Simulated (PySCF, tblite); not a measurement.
## Li+ and hydrogen fluoride

A gas-phase complex of Li+ and hydrogen fluoride; charge +1, singlet. The structure comes from a short search (6 tight-binding starts) and was optimised by PBE0-D3(BJ)/def2-TZVPD; another way of binding may lie lower.

This structure isn't a minimum: the optimisation stopped short of the minimum along a soft mode, which is imaginary here (67i cm⁻¹ by PBE0-D3(BJ)/def2-TZVPD), and forces of up to 0.014 eV/Å are left. All values below rest on it.

Parts: 1 = Li+ ([Li+]), atoms 1, charge +1; 2 = hydrogen fluoride (F), atoms 2–3.

Coordinates in Å:
```
Li1    -0.130    0.293    0.342
F2     -0.909    1.227    1.660
H3     -1.375    1.620    2.365
```

```csv
contact,kind (by geometry),distance (Å),angle (°)
Li1···F2,ion contact,1.793,-
```

Interaction energies are complex less parts, with the parts frozen as they stand in it; counterpoise-corrected, in kcal/mol (PySCF).

(1) How strongly do the parts interact, level by level?

(2) What holds them together? Decompose the wB97M-D3(BJ)/def2-TZVPD energy: frozen parts, their antisymmetrised product, then relaxation.

The parts were also relaxed and run alone, at the levels used for the complex: shieldings by PBE0/pcSseg-2; core levels by delta-SCF with SCAN, pcX-2 on the ionised atom and pcseg-1 elsewhere, spin-free X2C.

(3) How do these values change when the complex forms?

## Answers

(1) 
| level | interaction | superposition error removed |
| --- | --- | --- |
| wB97M-D3(BJ)/def2-TZVPD | -22.71 | -0.06 |
| PBE0-D3(BJ)/def2-TZVPD | -22.98 | -0.04 |

(2) electrostatic -18.1, Pauli repulsion +6.4, orbital relaxation -10.7, dispersion correction -0.3 kcal/mol, which sum to the value before the counterpoise correction; the Pauli term holds the exchange-correlation of the frozen density too. Of the attraction, 62 % is electrostatic, 37 % is orbital relaxation, 1 % is dispersion correction.

(3) 
```json
{"property": "shielding of Li1 (ppm)", "alone": "95.2", "in the complex": "94.3", "change": "-0.9"}
{"property": "shielding of F2 (ppm)", "alone": "410.5", "in the complex": "412.9", "change": "+2.4"}
{"property": "F2 1s core level (eV)", "alone": "694.11", "in the complex": "701.38", "change": "+7.26"}
```
